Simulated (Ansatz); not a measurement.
A made-up structure of Si2H3O, doublet:

O1  (-1.356, -0.798, -0.846)
Si2  (-0.938, -0.631, 0.760)
Si3  (0.949, 0.703, 0.401)
H4  (0.138, 0.733, 1.566)
H5  (1.665, 0.987, -0.877)
H6  (1.817, 1.079, 1.553)
(Å)

It is relaxed with PBE-D4/def2-SVP and then PBE0-D4/def2-TZVP (Ansatz 0.2.0). Atoms count as bonded within 1.22 times the sum of their covalent radii (H–H: 0.88 Å). The end point is not checked to be a true minimum.

Q: Does its bonding change? (A judgement: the text doesn't fix the answer.)

A: Computed: No: no bond forms or breaks.

Where it ends: The first stage lowers the energy by 3.00 eV in 10 steps. It ends as Si₂H₃O ([O][Si][SiH3]):
```tsv
atom	x (Å)	y (Å)	z (Å)
O1	-1.5580	-1.0071	-0.6738
Si2	-0.5251	-1.1831	0.4377
Si3	0.8975	0.7835	0.6650
H4	0.0309	1.8634	1.2011
H5	1.4227	1.1232	-0.6802
H6	2.0062	0.4927	1.6081
```

Labels in which every atom is bracketed show which atoms are joined, not bond orders.

For scale, one of the runs: PBE0-D4/def2-TZVP relaxation, 123 basis functions, launched by `ansatz run in.yaml --threads 2 --pin off --events-out ev --progress --plain --max-ram 4352MiB`. The run took about 21 s on 2 CPU threads of an Arm Neoverse V2 (shared host).
